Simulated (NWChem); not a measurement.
System: chloroform (CHCl$_{3}$); SMILES ClC(Cl)Cl

```xyz
5

Cl     1.4829     0.8401    -0.0742
C      0.0000     0.0000     0.4641
Cl    -1.4690     0.8642    -0.0742
Cl    -0.0139    -1.7043    -0.0742
H      0.0000     0.0000     1.5498
```
Atoms are numbered in this order, from 1.

Results from NWChem. Geometry optimised at B3LYP/6-31G*; all other runs use it. Pople sets run with spherical d functions.

| quantity | level | value |
|---|---|---|
| anisotropy (bohr³), static | PBE0/def2-SVPD | ? |
| vertical, lowest excitation, singlet (eV) | PBE0/def2-SVPD, TDA | 6.23 |
| −ε(HOMO) (eV) | PBE0/def2-SVP | 8.74 |
| dipole in solution (D) in n-hexane | B3LYP/6-31G*, SMD | ? |
| dipole (D) | B3LYP/6-31G* | 1.28 |
| highest harmonic frequency (cm⁻¹) | B3LYP/6-31G* | ? |

Question: Fill in the missing entries.

Answer: 
- anisotropy (bohr³), static, value: 18.5
- dipole in solution (D) in n-hexane, value: 1.46
- highest harmonic frequency (cm⁻¹), value: 3202
